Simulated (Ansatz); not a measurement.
Relaxation of BClH$_{4}$N (7 atoms, charge 0, multiplicity 2), to a largest force component of 0.03 eV/Å in at most 50 steps.

These are results of UKS B3LYP/6-31G* (Ansatz 0.2.0), not measurements.

```xyz
7
Properties=species:S:1:pos:R:3
B 0.014 0.009 -0.047
Cl 0.469 -0.253 1.697
H 0.901 0.125 -0.827
H -1.144 0.045 -0.314
N 0.290 -0.202 4.629
H -0.684 -0.549 4.605
H 0.154 0.824 4.658
```

Q: Where does it end, and by what steps?

A: The run converged. The force dipped under the threshold on the way, but the program's further checks kept it going. After 11 steps the energy has fallen by 0.071 eV; Cl2 moved furthest, 0.23 Å.

| step | energy less start (eV) | largest force component (eV/Å) | accepted |
| --- | --- | --- | --- |
| 0 | 0.0000 | 1.414 | yes |
| 1 | -0.0392 | 0.803 | yes |
| 2 | -0.0464 | 0.660 | yes |
| 3 | -0.0689 | 0.128 | yes |
| 4 | -0.0694 | 0.045 | yes |
| 5 | -0.0697 | 0.056 | yes |
| 6 | -0.0700 | 0.028 | yes |
| 7 | -0.0497 | 0.943 | no |
| 8 | -0.0701 | 0.211 | yes |
| 9 | -0.0700 | 0.120 | no |
| 10 | -0.0708 | 0.102 | yes |
| 11 | -0.0712 | 0.005 | yes |

```xyz
7
Properties=species:S:1:pos:R:3
B 0.033 0.001 -0.104
Cl 0.623 -0.260 1.525
H 0.829 0.053 -0.986
H -1.140 0.117 -0.263
N 0.249 -0.178 4.853
H -0.670 -0.572 4.590
H 0.076 0.839 4.785
```

Run time: 16 s on 1 thread of Intel(R) Xeon(R) 6975P-C (Granite Rapids), on a shared host, peak memory 0.16 GiB.
